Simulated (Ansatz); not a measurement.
Harmonic vibrations of BH3 by finite differences.

```yaml
crystal:
  periodic: [false, false, false]
  atoms:
    - {symbol: B, position_ang: [-0.000006, 0.000002, 0.000043]}
    - {symbol: H, position_ang: [1.191638, -0.031167, 0.015154]}
    - {symbol: H, position_ang: [-0.568680, 1.047589, -0.019586]}
    - {symbol: H, position_ang: [-0.622963, -1.016425, 0.004389]}
basis:
  gaussian: {orbitals: def2-TZVP}
hamiltonian: {xc: r2scan, dispersion: d4}
scf: {omitted_lower_state_checks: [starts]}
phonons: {temperatures: {t_min: 298.15, t_max: 900, t_step: 200}}
```

```sh
$ ansatz run in.yaml --threads 2 --pin off --events-out ev --progress --plain --max-ram 4352MiB
```

Shortened log:

```
Functional definition: r2SCAN
mean field -723.43140373 eV, -26.5856137277 hartree, gradient 5.2e-5 eV, S^2 0.000000; 0 other end points of the search recorded, 0 dependent functions left out
mean field -723.43127878 eV, -26.5856091359 hartree, gradient 1.8e-6 eV, S^2 0.000000; 0 other end points of the search recorded, 0 dependent functions left out
mean field -723.43127961 eV, -26.5856091663 hartree, gradient 1.4e-6 eV, S^2 0.000000; 0 other end points of the search recorded, 0 dependent functions left out
mean field -723.43132208 eV, -26.5856107270 hartree, gradient 1.3e-6 eV, S^2 0.000000; 0 other end points of the search recorded, 0 dependent functions left out
mean field -723.43132461 eV, -26.5856108201 hartree, gradient 1.3e-6 eV, S^2 0.000000; 0 other end points of the search recorded, 0 dependent functions left out
mean field -723.43133248 eV, -26.5856111091 hartree, gradient 9.4e-7 eV, S^2 0.000000; 0 other end points of the search recorded, 0 dependent functions left out
mean field -723.43132553 eV, -26.5856108538 hartree, gradient 9.7e-7 eV, S^2 0.000000; 0 other end points of the search recorded, 0 dependent functions left out
mean field -723.43139728 eV, -26.5856134906 hartree, gradient 1.0e-6 eV, S^2 0.000000; 0 other end points of the search recorded, 0 dependent functions left out
mean field -723.43139639 eV, -26.5856134578 hartree, gradient 1.1e-6 eV, S^2 0.000000; 0 other end points of the search recorded, 0 dependent functions left out
mean field -723.43137772 eV, -26.5856127717 hartree, gradient 1.3e-6 eV, S^2 0.000000; 0 other end points of the search recorded, 0 dependent functions left out
mean field -723.43138066 eV, -26.5856128799 hartree, gradient 1.3e-6 eV, S^2 0.000000; 0 other end points of the search recorded, 0 dependent functions left out
mean field -723.43134680 eV, -26.5856116354 hartree, gradient 1.3e-6 eV, S^2 0.000000; 0 other end points of the search recorded, 0 dependent functions left out
mean field -723.43134080 eV, -26.5856114151 hartree, gradient 1.3e-6 eV, S^2 0.000000; 0 other end points of the search recorded, 0 dependent functions left out
mean field -723.43140019 eV, -26.5856135977 hartree, gradient 9.3e-7 eV, S^2 0.000000; 0 other end points of the search recorded, 0 dependent functions left out
mean field -723.43139918 eV, -26.5856135606 hartree, gradient 8.9e-7 eV, S^2 0.000000; 0 other end points of the search recorded, 0 dependent functions left out
Total energy: -723.43528694 eV, -26.5857564331 hartree
Atom 0 at    -0.000006     0.000002     0.000043 Å, force    -0.000024    -0.000007    -0.000665 eV/Å
Atom 1 at     1.191638    -0.031167     0.015154 Å, force     0.001350    -0.000033     0.000239 eV/Å
Atom 2 at    -0.568680     1.047589    -0.019586 Å, force    -0.000632     0.001183     0.000200 eV/Å
Atom 3 at    -0.622963    -1.016425     0.004389 Å, force    -0.000693    -0.001143     0.000227 eV/Å
Dipole moment:    -0.000002     0.000000     0.000026 e Å
Vibrations: 1154.68 1190.27 1190.28 2554.68 2695.07 2695.17 cm⁻¹, zero-point energy 0.711678 eV
Checks for a lower state left out: starts
```

It took 4.7 s on 2 threads of Intel Xeon Platinum 8259CL on a shared host.
